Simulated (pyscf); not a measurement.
Single points on ωB97X-D3(BJ)/def2-SVP structures (PySCF, gas phase).

Q: Estimate the classical barrier height and the reaction energy of InH₃ + HCl → Cl–InH₂ + H₂ at B3LYP-D3(BJ)/def2-TZVP. The step runs on the singlet surface, breaks H–In, Cl–H and forms Cl–In, H–H; take the separated reactants as zero.

A: ΔE‡ = 0.3 kcal/mol, ΔE = -28.2 kcal/mol. ωB97M-D3(BJ)/def2-TZVP gives 3.4 kcal/mol and -26.2 kcal/mol. Zero-point energy shifts the barrier by +1.1 kcal/mol. It is a four-centre exchange, with an imaginary mode of 1038i cm⁻¹. On the reactant side the descent ends in an adduct with a Cl–In contact, 7.4 kcal/mol under the separated species and 7.3 kcal/mol under the saddle at ωB97X-D3(BJ)/def2-TZVP. What is counted as formed (Cl–In) is already present as a longer contact in the reactant adduct; forming that adduct is a step of its own. At ωB97X-D3(BJ)/def2-TZVP the barrier from the zero used here is -0.1 kcal/mol. One saddle was located; it need not be the lowest between these sides. Elements past Kr carry the def2 core potentials, without spin-orbit coupling.
